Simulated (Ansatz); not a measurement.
**HNO (nitroxyl) at CCSDT(Q)/STO-3G**

What is the energy change on altering one bond length of HNO (nitroxyl) at CCSDT(Q)/STO-3G? 

Program for the calculation: Ansatz 0.2.0.

52 further runs of the same task are left out: 1 that didn't finish, 51 set aside as unsound or not needed.

## 1. The molecule

The species is HNO (3 atoms), meant as a singlet with charge 0. SMILES: `N=O`. Geometry: relaxed at GFN2-xTB.

Bond lengths: N1–O2 1.201 Å, N1–H3 1.062 Å. Angles: O2–N1–H3 112.4°.

## 2. The energy at CCSDT(Q)/STO-3G

The input, molecule.yaml:

```yaml
crystal:
  periodic: [false, false, false]
  atoms:
    - {symbol: N, position_ang: [-0.275940, 0.297220, -0.114780]}
    - {symbol: O, position_ang: [0.768580, 0.418030, 0.466150]}
    - {symbol: H, position_ang: [-0.492640, -0.715240, -0.351380]}
basis:
  gaussian: {orbitals: STO-3G}
accuracy: high
scf: {omitted_lower_state_checks: [cluster_reference, increment]}
correlation: {method: ccsdt_q, frozen_orbitals: {H: 0, "N": 1, O: 1}}
```

Run with:

```
ansatz run molecule.yaml --threads 1 --pin off --max-ram 2610MiB --events-out events.jsonl --progress --plain --runs-dir runs
```

Standard output (excerpt; [...] marks lines left out):

```text
Warning: RAYON_NUM_THREADS=1 ignored (pool sized by the plan → 1); use --threads N
Functional definition: HF
  name "HF"
[...]
168 factors; integrals over basis functions are off by at most 2.2e-8 eV
[...]
mean field -3484.66927338 eV, -128.0592338031 hartree, gradient 1.1e-8 eV, S^2 0.000000; 0 other end points of the search recorded, 0 dependent functions left out; unrestricted orbitals would lower it
2 core orbitals not correlated: weight in the atoms' cores, before any rotation towards them, 1.000 or more for the frozen orbitals, at most 0.000 for the correlated occupied ones
reference -3484.66927338 eV, -128.0592338031 hartree; 6, 6 occupied and 3, 3 virtual orbitals, 168 factors
second order -3.25422883 eV of doubles, -0.00000000 eV of singles
cycle   1  -3.61763258 eV  change   -3.6e-1 eV  update   6.7e-2
[...]
cycle  26  -3.94256370 eV  change   -1.1e-9 eV  update  4.1e-10
perturbative correction -0.01643846 eV, -0.0006041022 hartree
Total energy: -3488.62827554 eV, -128.2047244489 hartree
Checks for a lower state left out: cluster_reference, increment
```

It took 0.32 s on 1 thread of Arm Neoverse V2, shared host.

## 3. The distorted shape

The input, run.yaml:

```yaml
crystal:
  periodic: [false, false, false]
  atoms:
    - {symbol: N, position_ang: [-0.221765, 0.550335, -0.055630]}
    - {symbol: O, position_ang: [0.822755, 0.671145, 0.525300]}
    - {symbol: H, position_ang: [-0.492640, -0.715240, -0.351380]}
basis:
  gaussian: {orbitals: STO-3G}
accuracy: high
correlation: {method: ccsdt_q, frozen_orbitals: {H: 0, "N": 1, O: 1}}
scf: {omitted_lower_state_checks: [cluster_reference, increment]}
```

Run with:

```
ansatz run run.yaml --threads 1 --pin off --max-ram 2610MiB --events-out events.jsonl --progress --plain --runs-dir runs
```

Standard output (excerpt; [...] marks lines left out):

```text
Warning: RAYON_NUM_THREADS=1 ignored (pool sized by the plan → 1); use --threads N
[... 2 set-up lines as earlier in the session ...]
[...]
168 factors; integrals over basis functions are off by at most 5.4e-8 eV
[...]
mean field -3483.82634409 eV, -128.0282567229 hartree, gradient 2.9e-8 eV, S^2 0.000000; 0 other end points of the search recorded, 0 dependent functions left out; unrestricted orbitals would lower it
2 core orbitals not correlated: weight in the atoms' cores, before any rotation towards them, 1.000 or more for the frozen orbitals, at most 0.000 for the correlated occupied ones
reference -3483.82634409 eV, -128.0282567229 hartree; 6, 6 occupied and 3, 3 virtual orbitals, 168 factors
second order -3.75164042 eV of doubles, -0.00000000 eV of singles
cycle   1  -4.12020439 eV  change   -3.7e-1 eV  update   9.6e-2
[...]
cycle  30  -4.65384048 eV  change   1.5e-10 eV  update  1.4e-10
perturbative correction -0.01779644 eV, -0.0006540072 hartree
Total energy: -3488.49798101 eV, -128.1999362131 hartree
Checks for a lower state left out: cluster_reference, increment
```

It took 0.32 s on 1 thread of Arm Neoverse V2, shared host.

## 4. Results

At CCSDT(Q)/STO-3G, 2 core orbitals frozen:

| quantity | value |
| --- | --- |
| first shape: total energy | -128.20472 Eh |
| first shape: correlation energy (2 core orbitals frozen) | -145.5 mEh |
| first shape: T1 diagnostic | 0.010 |
| distorted shape: total energy | -128.19994 Eh |
| distorted shape: correlation energy (2 core orbitals frozen) | -171.7 mEh |
| distorted shape: T1 diagnostic | 0.018 |
| energy change with the N1–H3 bond stretched from 1.062 to 1.328 Å | 0.130 eV |

**Reading.** With the N1–H3 bond stretched from 1.062 to 1.328 Å the energy rises by 0.13 eV (12.6 kJ/mol). The first shape isn't relaxed at this level, so the change isn't measured from a minimum. The minimal basis adds a large error of its own. The restricted solution (first shape) is unstable to spin breaking: an unrestricted one lies lower. The restricted solution (distorted shape) is unstable to spin breaking: an unrestricted one lies lower.
